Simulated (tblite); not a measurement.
# C4H11PS: the cost of one run

Programs: tblite 0.8.0 and PySCF 2.14.0, with density-fitted response routines of our own. Each step states its level of theory. These are calculated values for one molecule, in the gas phase or a continuum, unless marked as measured. Atoms are numbered from 0 throughout.

### 1 The molecule as given

17 atoms, charge 0, multiplicity 1; geometry from: force field or distance geometry start.

Bonds of the start (Å): C0–S1 1.81, S1–C2 1.81, C2–P3 1.83, P3–C4 1.84, P3–C5 1.83, C0–H6 1.12, C0–H7 1.11, C0–H8 1.10, C2–H9 1.09, C2–H10 1.12, C4–H11 1.11, C4–H12 1.12, C4–H13 1.11, C5–H14 1.12, C5–H15 1.11, C5–H16 1.09.

### 2 Optimising the geometry with GFN2-xTB

What the job is given:

```
{"job": {"kind": "relax", "xc": "GFN2-xTB", "basis": "xTB"}, "charge": 0, "multiplicity": 1}
C     -3.066900    -0.483500     0.693800
S     -1.586600    -1.491500     0.436000
C     -0.423900    -0.694900    -0.697000
P      0.946500     0.041900     0.261200
C      2.563800    -0.810200     0.035200
C      1.001700     1.857700     0.058100
H     -3.716500    -0.671500    -0.204100
H     -3.643500    -0.817800     1.582600
H     -2.771900     0.569300     0.795300
H     -0.137000    -1.403400    -1.475100
H     -0.994100     0.137200    -1.190500
H      2.544800    -1.583100    -0.767800
H      3.318500    -0.029500    -0.220100
H      2.900000    -1.273700     0.987400
H      1.968700     2.239100     0.462100
H      0.950800     2.108800    -1.017100
H      0.138600     2.317000     0.549100
```

Started as:

```
> OMP_NUM_THREADS=1 python probes_run.py task.json out
```

One launch serves the whole session: the jobs run in the order shown.

**Question.** How long does this first job take on 1 thread of Arm Neoverse V1, shared host, and how much memory does it need?

About 1.1 s, with a peak of 0.18 GiB.
